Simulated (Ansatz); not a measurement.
Reaction (SMILES): N(=O)[O] → N atom + 2 O atom
B3LYP-D3(BJ)/def2-TZVP geometries, fixed; electronic energies without zero-point terms.

Basis-set convergence of the atomisation energy at CCSD(T) with Ansatz (a first-principles code). All functions are spherical. Cores are frozen. Open shells are unrestricted. No added dispersion term, no relativity. Functions are those of the species that has most. Reference: Hartree-Fock in cc-pVQZ plus the correlation part extrapolated as X^-3 from cc-pVTZ and cc-pVQZ, 225.19 kcal/mol, itself unsure by roughly 2.11 kcal/mol (a third of the extrapolation step and of the last Hartree-Fock step). Deviations are taken from unrounded values.

| basis | functions | atomisation energy (kcal/mol) |
|---|---|---|
| cc-pVDZ | 42 | 191.56 |
| aug-cc-pVDZ | 69 | 196.62 |
| def2-SVP | 42 | 201.99 |
| def2-SVPD | 66 | 204.00 |
| pcseg-1 | 42 | 189.24 |
| aug-pcseg-1 | 69 | 199.11 |
| 6-311G** | 54 | 196.62 |
| 6-311+G** | 66 | 197.42 |
| cc-pVTZ | 90 | 211.73 |
| aug-cc-pVTZ | 138 | 214.70 |
| pcseg-2 | 90 | 212.74 |
| aug-pcseg-2 | 138 | 214.62 |
| def2-TZVPP | 93 | 212.40 |
| def2-TZVPPD | 117 | 213.15 |

What the diffuse functions change, pair by pair:
- cc-pVDZ to aug-cc-pVDZ: 27 more functions, deviation -33.63 to -28.57 kcal/mol
- def2-SVP to def2-SVPD: 24 more functions, deviation -23.21 to -21.19 kcal/mol
- pcseg-1 to aug-pcseg-1: 27 more functions, deviation -35.95 to -26.08 kcal/mol
- 6-311G** to 6-311+G**: 12 more functions, deviation -28.58 to -27.77 kcal/mol
- cc-pVTZ to aug-cc-pVTZ: 48 more functions, deviation -13.47 to -10.50 kcal/mol
- pcseg-2 to aug-pcseg-2: 48 more functions, deviation -12.45 to -10.57 kcal/mol
- def2-TZVPP to def2-TZVPPD: 24 more functions, deviation -12.80 to -12.04 kcal/mol

They bring the value nearer the reference by more than 2.11 kcal/mol in 3 of 7 pairs.
